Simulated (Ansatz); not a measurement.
`CCCCC#N`, relaxed with RKS PBE0-D4/def2-TZVP in Ansatz 0.2.0 from a PBE-D4/def2-SVP geometry. The force threshold is 0.005 eV/Å; the program also tests the step.

Total charge 0; spin multiplicity 1.

Start:

```xyz
15

C    -0.092   -0.863   -1.969
C     0.450   -0.408   -0.614
C    -0.486    0.562    0.111
C     0.039    1.026    1.484
C     0.183   -0.065    2.451
N     0.292   -0.954    3.205
H     0.608   -1.558   -2.474
H    -1.063   -1.390   -1.858
H    -0.259   -0.003   -2.651
H     0.632   -1.292    0.035
H     1.443    0.077   -0.749
H    -0.650    1.468   -0.512
H    -1.485    0.093    0.245
H     1.030    1.519    1.373
H    -0.641    1.787    1.925
```

```tsv
step	energy (eV)	largest force (eV/Å)	largest move (Å)
1	-6815.9606	2.058	0.000
2	-6816.0375	0.164	0.054
3	-6816.0418	0.023	0.008
4	-6816.0418	0.010	0.003
5	-6816.0419	0.001	0.002
```

End:

```xyz
15

C    -0.092   -0.856   -1.945
C     0.450   -0.405   -0.601
C    -0.485    0.560    0.108
C     0.038    1.025    1.467
C     0.185   -0.071    2.412
N     0.291   -0.951    3.144
H     0.596   -1.545   -2.440
H    -1.050   -1.369   -1.831
H    -0.250   -0.006   -2.615
H     0.623   -1.275    0.040
H     1.427    0.075   -0.736
H    -0.642    1.449   -0.512
H    -1.466    0.094    0.243
H     1.013    1.509    1.356
H    -0.636    1.764    1.910
```

Hardware: 2 threads of an AMD EPYC 7R13 on a shared host and a share of an NVIDIA H100 80 GB. Wall time 7.5 s, peak host memory 0.89 GiB.
